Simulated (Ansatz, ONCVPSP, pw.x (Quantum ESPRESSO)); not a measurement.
From atom to crystal: ONCV potential for zirconium

| Property | Result |
| --- | --- |
| Element | zirconium (Zr) |
| Generator | ONCVPSP 4.0.1.1 (patched build) |
| Type | optimised norm-conserving Vanderbilt (ONCV) |
| Functional | PBEsol |
| Relativity | scalar-relativistic |
| Frozen core | [Kr] |
| Valence charge | 4 |
| Reference configuration | 4d2 5s2 |
| Partial waves | 5s: rc 3.45 bohr, ncon 4, nbas 8, qcut 2.3 1/bohr, 3 projectors, debl 2.7 Ha; p scattering state at 0.1 Ha: rc 2.85 bohr, ncon 5, nbas 9, qcut 2.6 1/bohr, 2 projectors, debl 4 Ha; 4d: rc 2.55 bohr, ncon 3, nbas 8, qcut 6.8 1/bohr, 2 projectors, debl 2.9 Ha |
| Local potential | polynomial inside 1.95 bohr (lpopt 5, dvloc0 -1 Ha) |
| Core correction | Teter function, fcfact 5.75, rcfact 1.44 |

In the p channel the program set the typed energies aside and used 0.050, 4.050 Ha.

Atomic tests: cutoffs needed: 13 Ha and 15 Ha (the cutoffs (Ha) at which the residual kinetic energy of the hardest occupied pseudo-wave falls to 1 and 0.1 mHa per electron) The cutoffs count occupied waves only; projector 2 of the p channel, the hardest unoccupied one, needs 41 Ha at the loose tolerance.; ghost test: no bound ghost flagged; GHOST(+) flagged for s at 73.5 eV, p at 90.9 eV, s at 202.9 eV; largest excitation error: -615 meV (all-electron minus pseudo) for 4d1 5s0, out of 4 test configurations.

Crystal test: diamond Zr in pw.x 7.5, no spin, 8³ k-points, Fermi–Dirac smearing 0.01 Ry, cutoffs 50/200 Ry. The reference is all-electron LAPW (Ansatz 0.2.0) with the same functional, mesh and smearing; V0 and B0 come from Birch–Murnaghan fits to the pressures at five volumes. Errors are pseudo minus all-electron; Δ is the rms difference of the E(V) curves that follow from these fits, minima aligned, over ±6 % about the mean V0. Mesh and smearing are coarse, so the numbers serve the comparison and aren't converged zero-temperature values; the lattice is a test structure that the element need not adopt.

All-electron: a0 = 6.153 Å (V0 = 29.13 Å³/atom), B0 = 36.7 GPa.

Problem. How far does the potential miss the all-electron equation of state?

Solution. mean pressure error (GPa): -4.15. The pressure does not cross zero within the volumes sampled, so no fit is given. The largest radius (3.45 bohr) exceeds half the bond length (2.52 bohr), so the spheres overlap, which is one possible source of error among others. This is a poor potential for the solid.

```csv
V (Å³/atom),P all-electron (GPa),P pseudo (GPa)
27.656,2.03,-3.04
28.384,0.98,-3.56
29.112,0.02,-4.07
29.840,-0.86,-4.55
30.568,-1.66,-5.01
```

Problem. At the middle volume, how do free energy and pressure move when the wave cutoff is lowered (ecutrho kept at four times it)?

Solution.

```csv
cutoff (Ry),shift of F (meV/atom),shift of P (GPa)
22,+181.4,-4.01
30,+22.6,-0.26
40,+5.1,+0.22
```

Input at the middle volume:

```
&control
  calculation='scf', prefix='x', pseudo_dir='./', outdir='./tmp', tstress=.true., disk_io='none'
/
&system
  ibrav=0, nat=2, ntyp=1, ecutwfc=50, ecutrho=200, nbnd=11,
  occupations='smearing', smearing='fd', degauss=0.01
/
&electrons
  conv_thr=1e-09, mixing_beta=0.4, electron_maxstep=70
/
ATOMIC_SPECIES
Zr 1.0 Zr.UPF
CELL_PARAMETERS angstrom
  0.00000000 3.07626691 3.07626691
  3.07626691 0.00000000 3.07626691
  3.07626691 3.07626691 0.00000000
ATOMIC_POSITIONS crystal
Zr 0.0000 0.0000 0.0000
Zr 0.2500 0.2500 0.2500
K_POINTS automatic
8 8 8 0 0 0
```

```bash
pw.x < Zr.scf.in > Zr.scf.out
```

Lines of the output:

```
Message from routine setup:
     using ibrav=0 with symmetry is DISCOURAGED, use correct ibrav instead
     lattice parameter (alat)  =       8.2213  a.u.
     unit-cell volume          =     392.9150 (a.u.)^3
     number of electrons       =         8.00
     number of Kohn-Sham states=           11
     kinetic-energy cutoff     =      50.0000  Ry
     charge density cutoff     =     200.0000  Ry
     scf convergence threshold =      1.0E-09
     Exchange-correlation= PBESOL
     number of k points=    29  Fermi-Dirac smearing, width (Ry)=  0.0100
     iteration #  1     ecut=    50.00 Ry     beta= 0.40
     total energy              =     -15.79779582 Ry
     estimated scf accuracy    <       0.02352181 Ry
     iteration #  2     ecut=    50.00 Ry     beta= 0.40
     total energy              =     -15.80076383 Ry
     estimated scf accuracy    <       0.00126050 Ry
     iteration #  3     ecut=    50.00 Ry     beta= 0.40
     c_bands:  1 eigenvalues not converged
     total energy              =     -15.80166252 Ry
     estimated scf accuracy    <       0.00021485 Ry
     iteration #  4     ecut=    50.00 Ry     beta= 0.40
     c_bands:  1 eigenvalues not converged
     total energy              =     -15.80169023 Ry
     estimated scf accuracy    <       0.00015606 Ry
     iteration #  5     ecut=    50.00 Ry     beta= 0.40
     total energy              =     -15.80171639 Ry
     estimated scf accuracy    <       0.00000049 Ry
     iteration #  6     ecut=    50.00 Ry     beta= 0.40
     total energy              =     -15.80171969 Ry
     estimated scf accuracy    <       0.00000003 Ry
     iteration #  7     ecut=    50.00 Ry     beta= 0.40
     c_bands:  1 eigenvalues not converged
     total energy              =     -15.80171972 Ry
     estimated scf accuracy    <       0.00000003 Ry
     iteration #  8     ecut=    50.00 Ry     beta= 0.40
     total energy              =     -15.80171970 Ry
     estimated scf accuracy    <       0.00000006 Ry
     iteration #  9     ecut=    50.00 Ry     beta= 0.40
     total energy              =     -15.80171970 Ry
     estimated scf accuracy    <       0.00000002 Ry
     iteration # 10     ecut=    50.00 Ry     beta= 0.40
     total energy              =     -15.80171970 Ry
     estimated scf accuracy    <          3.0E-09 Ry
     iteration # 11     ecut=    50.00 Ry     beta= 0.40
     the Fermi energy is     5.5123 ev
!    total energy              =     -15.80171970 Ry
     estimated scf accuracy    <          2.1E-11 Ry
     smearing contrib. (-TS)   =      -0.01967337 Ry
     The total energy is F=E-TS. E is the sum of the following terms:
     one-electron contribution =       7.65161959 Ry
     hartree contribution      =       0.63854868 Ry
     xc contribution           =      -9.24608486 Ry
     ewald contribution        =     -14.82612974 Ry
     convergence has been achieved in  11 iterations
          total   stress  (Ry/bohr**3)                   (kbar)     P=      -40.68
     Message from routine punch:
     Nothing written, as per user request (disk_io='none')
```

The run at the middle volume (29 k-points, 11 iterations) took about 18 s on one core of a shared host (Neoverse-V1, 32 threads, 247 GiB, load 29).
